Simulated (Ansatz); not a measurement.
Compare A (`CCNN`) with its isomer B (`CNNC`).

Program: Ansatz. Geometries: PBE0-D4/def2-TZVP. ΔE: electronic, gas phase. CCSD(T)/CBS is the MP2 limit (def2-TZVPP, def2-QZVPP) plus CCSD(T) − MP2 in def2-TZVPP, frozen cores. Functionals use def2-TZVPP. Each species was taken in one conformer, which may not be the lowest.

Problem. Which isomer does CCSD(T)/CBS put lower? Give the gap. (Estimate.)

Solution. Computed: A, by 33.5 kJ/mol.

Problem. Give E(B) − E(A) in kJ/mol with PBE-D4, PBE0-D4, CCSD(T)/def2-TZVPP, MP2/def2-TZVPP, CCSD(T)/def2-SVP, HF/def2-TZVPP, r2SCAN-D4. (An estimate is asked.)

Solution. The calculation gave: PBE-D4 29.2, PBE0-D4 30.8, CCSD(T)/def2-TZVPP 33.0, MP2/def2-TZVPP 34.4, CCSD(T)/def2-SVP 28.9, HF/def2-TZVPP 31.3, r2SCAN-D4 30.5. None reverses the order clearly.

Problem. Does the order hold for the free energy at 298.15 K (harmonic terms from PBE0-D4)? (An estimate is asked.)

Solution. Computed: Yes: G(B) − G(A) = +34.1 kJ/mol, for one conformer each.

Largest T1 diagnostic: 0.009.

Leaving LDA and LC-ωPBE aside and taking each functional with its dispersion term where it has one, the values, not all of them listed here, spread over 5.2 kJ/mol, from BLYP-D4 to PBE-QIDH. At CCSD(T), def2-SVP lies −4.7 kJ/mol from the extrapolated value and def2-TZVPP −0.5 kJ/mol.
